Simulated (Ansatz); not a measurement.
`C=CNCC`. The species carries charge 0 and has multiplicity 1.

```xyz
14

C    -2.348    0.708   -0.046
C    -1.210    0.290    0.511
N     0.043    0.832    0.348
C     1.207   -0.015    0.482
C     1.434   -0.970   -0.680
H    -3.287    0.250    0.227
H    -2.373    1.525   -0.759
H    -1.227   -0.538    1.217
H     0.108    1.514   -0.394
H     2.082    0.627    0.618
H     1.095   -0.581    1.413
H     0.574   -1.630   -0.814
H     1.583   -0.421   -1.613
H     2.319   -1.590   -0.510
```

Task: Give the diagnostics of a CCSD(T)/def2-TZVPP run (frozen core, Ansatz 0.2.0). (Best estimate.)

Result: The calculation gave: T1 = 0.0111, largest single amplitude 0.024, largest double 0.059, (T) share of the correlation energy 4.0 %, 9 CCSD cycles. The RHF solution is stable towards an unrestricted one. T1 lies under the customary mark of 0.02 for closed shells.
